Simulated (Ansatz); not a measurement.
C3H7N can be A, `CC(C)=N`, or B, `NC1CC1`.

Isolated molecules relaxed with PBE0-D4/def2-TZVP in Ansatz; ΔE leaves out vibrations. CCSD(T)/CBS adds triple-zeta CCSD(T) − MP2 to the extrapolated MP2 energy (def2 sets, frozen cores). Functionals use def2-TZVPP. B3LYP here is the variant with VWN-RPA as its local correlation; programs differ in this. Each species was taken in one conformer, which may not be the lowest.

A:

Z-matrix (Å, degrees):
```
C
C 1 1.502
H 1 1.091 2 111.6
H 1 1.094 2 110.5 3 121.2
H 1 1.094 2 110.4 3 -121.1
C 2 1.497 1 115.9 3 -179.5
N 2 1.268 1 125.1 3 0.5
H 6 1.094 2 110.6 1 -58.5
H 6 1.088 2 110.2 1 -179.6
H 6 1.094 2 110.5 1 59.5
H 7 1.021 2 110.6 1 -0.0
```

B:

```xyz
11

N    -1.494   -0.326   -0.086
C    -0.190   -0.116    0.467
C     0.977   -0.496   -0.388
C     0.649    0.950   -0.162
H    -2.171    0.305    0.327
H    -1.813   -1.272    0.081
H    -0.055   -0.253    1.541
H     1.855   -0.908    0.093
H     0.744   -0.908   -1.361
H     1.300    1.535    0.475
H     0.200    1.489   -0.987
```

Question: Which is lower in electronic energy at CCSD(T)/CBS, and by how much? (Estimate.)

Answer: Computed: A, by 73.6 kJ/mol.

Question: Give E(B) − E(A) in kJ/mol with PBE-D4, B2PLYP, CCSD(T)/def2-TZVPP, B3LYP, MP2/def2-TZVPP, ωB97M-V, LDA (SPW92). (An estimate is asked.)

Answer: Ansatz gave: PBE-D4 67.9, B2PLYP 77.8, CCSD(T)/def2-TZVPP 75.3, B3LYP 80.6, MP2/def2-TZVPP 64.8, ωB97M-V 67.5, LDA (SPW92) 48.2. None reverses the order clearly.

Question: Does the order hold for the free energy at 298.15 K (harmonic terms from PBE0-D4)? (Estimate.)

Answer: Computed: Yes: G(B) − G(A) = +83.0 kJ/mol, for one conformer each.

Largest T1 diagnostic: 0.011.

From r2SCAN to r2SCAN0 (25 % exact exchange), in def2-TZVPP and without D4, E(B) − E(A) moves by −8.8 kJ/mol. Leaving LDA and LC-ωPBE aside and taking each functional with its dispersion term where it has one, the values, not all of them listed here, spread over 33.3 kJ/mol, from PBE-QIDH to BLYP-D4. LDA lies −19.3 kJ/mol from PBE without D4.
